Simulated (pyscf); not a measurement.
`[SiH3][PH2]` + `[H]` [doublet] → `[PH2]` [doublet] + `[SiH2]` [singlet] + `[H][H]`, gas phase, doublet surface. Structures and frequencies: ωB97X-D3(BJ)/def2-SVP in PySCF. ΔG in kcal/mol from ωB97M-D3(BJ)/def2-TZVP energies (ideal gas, 1 atm, RRHO with modes under 100 cm⁻¹ raised to 100, one conformer, R ln 2 for chiral ones without a mode under 150 cm⁻¹).

```csv
T (K),ΔG
298,+25.0
600,?
900,+2.8
1200,-7.6
```

Q: Fit a line to the three values, predict ΔG at 600 K, and estimate where the reaction turns favourable at 1 atm of each gas.

A: Least squares gives ΔG = +35.7 − 36.3 × T/1000 K, so ΔS is about +152 J/(mol K) and ΔH about +35.7 kcal/mol over this range (ΔH at 298 K: +36.2). At 600 K the line gives +13.9; the computed value is +13.6. ΔG = 0 falls near 980 K; 1 kcal/mol in the energy moves that by 28 K. This is thermodynamics alone and says nothing of the barrier.
